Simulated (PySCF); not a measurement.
Species: C3H2Cl2.
Numbering: `[Cl:1][CH:2]=[C:3]=[CH:4][Cl:5]` (hydrogens: H6 on C2; H7 on C4)

Theory: PySCF, PBE0-D3(BJ)/def2-TZVP geometry optimisation, gas phase.

Entries marked ? are missing. Bonds in one row agree within 0.01 Å.

```json
{"coordinate": "Cl1–C2, C4–Cl5", "value": "?"}
{"coordinate": "C2=C3, C3=C4", "value": "?"}
{"coordinate": "C2–H6, C4–H7", "value": "1.083 Å"}
{"coordinate": "Cl1–C2–C3", "value": "123.3°"}
{"coordinate": "Cl1–C2–H6", "value": "?"}
{"coordinate": "C3–C2–H6", "value": "?"}
{"coordinate": "C2–C3–C4", "value": "?"}
```

Q: Fill in the missing values.

A: 
- Cl1–C2, C4–Cl5 = 1.726 Å, drawn single (vinyl chlorine to outer carbon of cumulated double bonds); 0.02 Å below the sum of covalent radii, 1.75 Å.
- C2=C3, C3=C4 = 1.297 Å, drawn double (outer carbon of cumulated double bonds to central carbon of cumulated double bonds); 0.12 Å below the sum of covalent radii, 1.42 Å.
- Cl1–C2–H6 = 113.7°, at the outer carbon of cumulated double bonds; the outer atoms are 2.378 Å apart.
- C3–C2–H6 = 123.0°, at the outer carbon of cumulated double bonds; the outer atoms are 2.094 Å apart.
- C2–C3–C4 = 178.4°, at the central carbon of cumulated double bonds; the outer atoms are 2.593 Å apart.

Radii are Cordero's, carbon taken as 0.76, 0.73 or 0.69 Å for four, three, and two or fewer neighbours.

PBE0-D3(BJ)/def2-TZVP frequencies: not computed here.
